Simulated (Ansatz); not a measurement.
# Low singlet and triplet states of GeH2 by full CI

```json
{"atom": "Ge", "x (Å)": "0.0000", "y (Å)": "-0.0303", "z (Å)": "0.0000"}
{"atom": "H", "x (Å)": "0.0000", "y (Å)": "1.0906", "z (Å)": "-1.1335"}
{"atom": "H", "x (Å)": "0.0000", "y (Å)": "1.0906", "z (Å)": "1.1335"}
```

Basis cc-pVDZ; Ansatz 0.2.0. Correlated methods freeze the noble-gas cores and the filled d shells of p-block atoms, which leaves 6 electrons in 23 orbitals. No spin–orbit coupling is included, and no scalar relativity.

From the orbital picture of this species, estimate the order, symmetries and energies of the lowest 4 singlet and 2 triplet states at this geometry (other spins aside; irreps A1, B1, B2, A2 in the program's axes; members of a degenerate level count singly).

Full CI in cc-pVDZ gives:
```csv
2S+1,irrep,energy above the lowest listed (eV)
1,A1,0.000
3,B1,1.372
1,B1,2.547
3,A2,3.897
1,A2,4.322
1,A1,5.685
```

15 s on 1 thread of Arm Neoverse V2, shared host.
